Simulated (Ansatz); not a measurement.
bcc Ba

Method: HSE06 (plane waves, PAW; Ansatz, a program for electronic structure).

Settings: plane-wave cutoff 500 eV, 8×8×8 k mesh, Fermi–Dirac smearing 0.1 eV, scalar-relativistic PAW data made under PBE.

Cell: relaxed at this level.

- volume per atom: 66.93 Å³/atom
- equilibrium lattice constant a: 5.115 Å

Measured, for comparison: equilibrium volume per atom 62.31 Å³/atom (low-temperature or extrapolated to 0 K; zero-point anharmonic expansion removed; as tabulated in Csonka et al. (2009), arXiv:0903.4037); lattice constant a 4.995 Å (low-temperature or extrapolated to 0 K; zero-point anharmonic expansion removed, our sources range from 4.995 to 5.004; as tabulated in Csonka et al. (2009), arXiv:0903.4037). Computed (rounded) less measured: equilibrium volume per atom +7.4 %, lattice constant a +2.4 % (+2.2 % to +2.4 % over the range).

Note: exact exchange on metals is sensitive to the k mesh and can open a false gap; the run warned that the count of filled bands differs between k points.

Spin–orbit coupling is not included.

Static lattice: no zero-point or thermal effects.

The result took very roughly 10 core-minutes.
